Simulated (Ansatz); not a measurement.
## Ti₈O₁₃ (R-3)

The calculation used DFT PBEsol, scalar-relativistic, plane waves, PAW in Ansatz.

Settings: cutoff 420 eV, Γ-centred mesh 6×6×6 on the computed 21-atom cell, Gaussian smearing of 0.02 eV; no spin polarisation.

The structure is relaxed at this level of theory with its symmetry kept. Whether it is the stable form of this composition wasn't checked.

```cif
data_structure
_symmetry_space_group_name_H-M 'P 1'
_symmetry_Int_Tables_number 1
_cell_length_a 6.4172
_cell_length_b 6.4172
_cell_length_c 6.4172
_cell_angle_alpha 73.569
_cell_angle_beta 73.569
_cell_angle_gamma 73.569
_cell_volume 237.13
loop_
_atom_site_label
_atom_site_type_symbol
_atom_site_fract_x
_atom_site_fract_y
_atom_site_fract_z
_atom_site_occupancy
Ti1 Ti 0.68641 0.94395 0.12170 1
Ti2 Ti 0.72354 0.72354 0.72354 1
Ti3 Ti 0.12170 0.68641 0.94395 1
Ti4 Ti 0.05605 0.87830 0.31359 1
Ti5 Ti 0.94395 0.12170 0.68641 1
Ti6 Ti 0.87830 0.31359 0.05605 1
Ti7 Ti 0.27646 0.27646 0.27646 1
Ti8 Ti 0.31359 0.05605 0.87830 1
O1 O 0.00000 0.00000 0.00000 1
O2 O 0.74125 0.82924 0.41994 1
O3 O 0.35744 0.95895 0.20331 1
O4 O 0.41994 0.74125 0.82924 1
O5 O 0.04105 0.79669 0.64256 1
O6 O 0.79669 0.64256 0.04105 1
O7 O 0.82924 0.41994 0.74125 1
O8 O 0.17076 0.58006 0.25875 1
O9 O 0.20331 0.35744 0.95895 1
O10 O 0.95895 0.20331 0.35744 1
O11 O 0.58006 0.25875 0.17076 1
O12 O 0.64256 0.04105 0.79669 1
O13 O 0.25875 0.17076 0.58006 1
```

Task: Formation energy from the elements' standard states (uncorrected)?

Result: -3.039 eV/atom.

Task: Kohn–Sham band gap?

Result: 0.23 eV, indirect from T to F.

Task: Löwdin character of the top 1 eV of the valence band?

Result: Ti 3d 82 %, O 2p 16 %.

Task: Löwdin character of the lowest 1 eV of the conduction band?

Result: Ti 3d 89 %, O 2p 10 %.

Task: Electron masses at the edge by Cartesian direction of the standard setting (m_e; degenerate bands sorted by energy; no spin-orbit coupling)?

Result: x: 1.1; y: 0.41; z: 0.59.

Task: Hole masses at the edge by Cartesian direction of the standard setting (m_e; degenerate bands sorted by energy; no spin-orbit coupling)?

Result: x: 0.58; y: 0.58; z: 0.49.

Task: Bulk modulus?

Result: 172 GPa.

Task: Its pressure derivative?

Result: 4.1.

A ferromagnetic start lost its moments in a first run, so spin was left out; other magnetic orders weren't tried.

Cost: 11 runs of about 75 core-minutes in all, on Oxide Virtual Turin-like Processor (Zen 5) (shared hosts).